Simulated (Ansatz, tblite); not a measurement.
**The cluster AlH3O3: one state, many levels**

One table from this session's results is given with a row withheld; the runs are named, their logs left out.

Program: Ansatz 0.2.0, Gaussian basis. Level of theory: as each input shows. These are calculated values, not measurements.

The runs, in order: GFN1-xTB, GFN2-xTB, PBE-D4/def2-TZVP, r2SCAN-D4/def2-TZVP, r2SCANh-D4/def2-TZVP, ωB97M-V/def2-TZVP, BHLYP-D4/def2-TZVP, HF/def2-TZVP, LDA/def2-TZVP, B2PLYP/def2-TZVP, HSE06-D4/def2-TZVP, PBE-D4/def2-SVP, PBE0-D4/def2-SVP, HF/STO-3G, PBE0-D4/def2-TZVPD, PBE-D4/def2-TZVPD, r2SCAN-D4/def2-TZVPD, CCSD(T)/def2-TZVPP, MP2/def2-TZVP, RPA/def2-TZVP.

1 further run of the same task is left out (set aside as unsound or not needed). Runs told in other sessions of the task aren't counted.

## The relaxed structure

The singlet was relaxed beforehand with PBE0-D4/def2-TZVP. At that level it is the lowest of the isomers that a small search found.

7 atoms, charge 0, spin multiplicity 1.

Bond lengths: Al1–O2 1.689 Å, Al1–O3 1.689 Å, Al1–O4 1.689 Å, O2–H6 0.955 Å, O3–H5 0.955 Å, O4–H7 0.955 Å. Angles: O2–Al1–O3 120.0°, O2–Al1–O4 120.0°, O3–Al1–O4 120.0°, Al1–O2–H6 122.7°, Al1–O3–H5 122.7°, Al1–O4–H7 122.7°.

PBE0-D4/def2-TZVP was run before; its log isn't repeated, and its numbers join the tables.

The first run:

Tight binding, by tblite at 300 K electronic temperature and without a spin-polarisation term:

```python
tblite.interface.Calculator('GFN1-xTB', numbers, positions, charge=0, uhf=0).singlepoint()
```

Tight binding, by tblite at 300 K electronic temperature and without a spin-polarisation term:

```python
tblite.interface.Calculator('GFN2-xTB', numbers, positions, charge=0, uhf=0).singlepoint()
```

start.molden holds the orbitals of an earlier run on this state, given as this run's starting guess.

The input, in.yaml:

```yaml
crystal:
  periodic: [false, false, false]
  atoms:
    - {symbol: Al, position_ang: [0.000501, 0.000506, -0.000400]}
    - {symbol: O, position_ang: [1.046303, -1.128064, 0.695814]}
    - {symbol: O, position_ang: [-0.498544, 1.348457, 0.886109]}
    - {symbol: O, position_ang: [-0.545590, -0.218913, -1.583370]}
    - {symbol: H, position_ang: [-1.090329, 2.009531, 0.531690]}
    - {symbol: H, position_ang: [1.376967, -1.043370, 1.588198]}
    - {symbol: H, position_ang: [-0.289308, -0.968138, -2.118051]}
basis:
  gaussian: {orbitals: def2-TZVP, initial_orbitals: start.molden}
hamiltonian: {xc: pbe, dispersion: d4}
scf: {omitted_lower_state_checks: [starts]}
output: {forces: true, orbitals: {seedname: orbitals}}
```

On the command line:

```bash
ansatz run in.yaml --threads 4 --pin off --events-out ev --progress --plain --max-ram 3916MiB
```

Steps of the session up to this table: PBE-D4/def2-TZVP; r2SCAN-D4/def2-TZVP; r2SCANh-D4/def2-TZVP; ωB97M-V/def2-TZVP; BHLYP-D4/def2-TZVP; HF/def2-TZVP; LDA/def2-TZVP; B2PLYP/def2-TZVP; HSE06-D4/def2-TZVP; PBE-D4/def2-SVP; PBE0-D4/def2-SVP; HF/STO-3G; PBE0-D4/def2-TZVPD; PBE-D4/def2-TZVPD; r2SCAN-D4/def2-TZVPD; CCSD(T)/def2-TZVPP; MP2/def2-TZVP; RPA/def2-TZVP.

One of the session's tables, all rows but one given; the rest of the session is left out.

It belongs to the step «Levels side by side». 

| level | HOMO (eV) | LUMO (eV) | gap (eV) |
| --- | --- | --- | --- |
| HF/STO-3G | -8.73 | 10.94 | 19.67 |
| HF/def2-TZVP | -13.42 | 2.36 | 15.78 |
| LDA/def2-TZVP | -7.51 | -1.51 | 6.00 |
| PBE-D4/def2-SVP | -6.81 | -0.98 | 5.83 |
| PBE-D4/def2-TZVP | -7.29 | -1.29 | 6.00 |
| PBE-D4/def2-TZVPD | -7.43 | -1.66 | 5.78 |
| r2SCAN-D4/def2-TZVP | -7.68 | -0.75 | 6.93 |
| r2SCAN-D4/def2-TZVPD | -7.78 | -1.10 | 6.68 |
| r2SCANh-D4/def2-TZVP | -8.33 | -0.48 | 7.84 |
| PBE0-D4/def2-SVP | -8.64 | -0.14 | 8.51 |
| PBE0-D4/def2-TZVP | -9.02 | -0.43 | 8.59 |
| PBE0-D4/def2-TZVPD | -9.12 | -0.91 | 8.21 |
| HSE06-D4/def2-TZVP | -8.60 | -0.80 | 7.81 |
| BHLYP-D4/def2-TZVP | -10.69 | 0.24 | 10.94 |
| ωB97M-V/def2-TZVP | ? | ? | ? |

Estimate the missing values for ωB97M-V/def2-TZVP.

As computed: HOMO (eV): -11.52; LUMO (eV): 1.15; gap (eV): 12.66. In the column «HOMO (eV)» it lies between HF/def2-TZVP (-13.42) and BHLYP-D4/def2-TZVP (-10.69).
